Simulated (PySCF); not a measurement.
## Which proton of dimethylamine is most acidic?

Molecule: dimethylamine, `CNC` (C2H7N). Numbering: `[CH3:1][NH:2][CH3:3]`

These are calculated values, ωB97X-D3(BJ)/ma-def2-TZVP in PySCF (grid level 2) at geometries from PBE0-D3(BJ)/ma-def2-SVP. Thermal corrections: PBE0-D3(BJ)/ma-def2-SVP frequencies, unscaled, ideal gas at 298.15 K and 1 bar, quasi-RRHO entropy.

| site | product | ΔH(acid) / kJ/mol | ΔG(acid) / kJ/mol | gas share | above best in methanol / kJ/mol | above best in THF / kJ/mol |
| --- | --- | --- | --- | --- | --- | --- |
| N2 (amine nitrogen) | `C[N-]C` | 1665 | 1636 | > 99.9 % | 0.0 | 0.0 |
| C1 (methyl carbon) | `[CH2-]NC` | 1752 | 1719 | < 0.1 % | 73.0 | 75.3 |

ΔH and ΔG refer to AH → A⁻ + H⁺ in the gas phase. Shares are Boltzmann weights among the listed products; an error of 10 kJ/mol changes a ratio about 56-fold. Sites whose products fell apart, merged with another or lost in a GFN2-xTB screen aren't listed. Values in solvent are IEF-PCM free energies relative to the most favourable product.

Of the listed sites N2 (amine nitrogen) is favoured in the gas phase, 83 kJ/mol ahead of C1 in free energy.

In methanol the product from N2 is solvated 254 kJ/mol more strongly than the parent (electrostatics only).

In THF the product from N2 is solvated 224 kJ/mol more strongly than the parent (electrostatics only).

Vertical detachment energies of the anions: `C[N-]C` 0.55 eV, `[CH2-]NC` 0.30 eV.

Measured values (NIST Chemistry WebBook, evaluated or the median of agreeing entries): deprotonation enthalpy (ΔH) 1656 kJ/mol (computed 1665, difference 9); gas-phase acidity (ΔG) 1626 kJ/mol (computed 1636, difference 10). These are compared with the most favourable site that keeps the skeleton.

Structures, frequencies and single points took 6.3 min of wall time on 1 thread of Intel Xeon Platinum 8488C (shared host), launched as `OMP_NUM_THREADS=1 python redox_run.py task.json out`.
